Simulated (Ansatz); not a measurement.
Reaction (SMILES): C[Si](C)(O)O [dihydroxy(dimethyl)silane] + 4 [H][H] (H2) -> 2 C (CH4) + 2 O (H2O) + [SiH4] (SiH4)

Wanted: energy of full hydrogenation (electronic), in kcal/mol. Set-up: six Cartesian d functions in 6-31G* and its kin unless marked 5d; no dispersion term unless named; valence correlation only; spin-orbit terms left out; non-relativistic. Basis-set limits of correlation are two-point, X^-3; Hartree-Fock from the larger set. First-principles rows: single points at B3LYP-D3(BJ) geometries (Ansatz, a quantum-chemistry and plane-wave program).

```csv
species,coefficient,"E at HF/6-31G* (Ansatz), Eh","E at B3LYP/def2-TZVPD (Ansatz), Eh"
C[Si](C)(O)O,-1,-519.14751,-521.23908
[H][H] (H2),-4,-1.12669,-1.17969
C (CH4),+2,-40.19509,-40.53767
O (H2O),+2,-76.01026,-76.46681
[SiH4] (SiH4),+1,-291.22510,-291.91659
```

Coupled cluster (Ansatz) is a level with limits of its own, used here on species with T1 under 0.025 (0.045 for open shells) and stable references: CCSD(T)/CBS(cc-pV(T+d)Z,cc-pV(Q+d)Z). Value to compare with, CCSD(T)/CBS(cc-pV(T+d)Z,cc-pV(Q+d)Z) (Ansatz): 29.8 kcal/mol. 1 Eh = 627.5095 kcal/mol.

Q: Compute it at each level from the table, and compare with CCSD(T)/CBS(cc-pV(T+d)Z,cc-pV(Q+d)Z) (Ansatz).

A: 
- HF/6-31G*: the sum of coefficient times E is 0.01847 Eh, or 11.59 kcal/mol. Result: 11.6 kcal/mol. Its difference against CCSD(T)/CBS(cc-pV(T+d)Z,cc-pV(Q+d)Z) (Ansatz) is -18.2 kcal/mol.
- B3LYP/def2-TZVPD: the sum of coefficient times E is 0.03229 Eh, or 20.26 kcal/mol. Result: 20.3 kcal/mol. Its difference against CCSD(T)/CBS(cc-pV(T+d)Z,cc-pV(Q+d)Z) (Ansatz) is -9.5 kcal/mol.
